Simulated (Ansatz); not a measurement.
Molecule: BF₃ (charge -1, doublet). SMILES of the parent species: FB(F)F
Geometry from a B3LYP-D3(BJ)/def2-TZVP (Ansatz, an electronic-structure program) optimisation:
```
B
F 1 1.4052
F 1 1.4052 2 110.56
F 1 1.4052 2 110.56 3 122.76
```
Charge -1, spin multiplicity 2.

Parts of the frozen-core correlation energy in cc-pVTZ (Ansatz, hartree). Frozen orbitals: 4; correlated occupied orbitals by spin: 13 and 12; virtual: 103 and 104. UHF or UKS for open shells. Spin-orbit coupling is left out. No relativistic terms.

```json
[
 {"term": "reference (HF)", "value": "-323.26879"},
 {"term": "MP2 opposite-spin", "value": "-0.62341"},
 {"term": "MP2 same-spin", "value": "-0.22831"},
 {"term": "CCSD correlation", "value": "-0.85272"},
 {"term": "(T)", "value": "-0.02476"},
 {"term": "T1 diagnostic", "value": "0.012"},
 {"term": "largest doubles amplitude", "value": "0.020"},
 {"term": "<S^2> of the reference", "value": "0.752"}
]
```
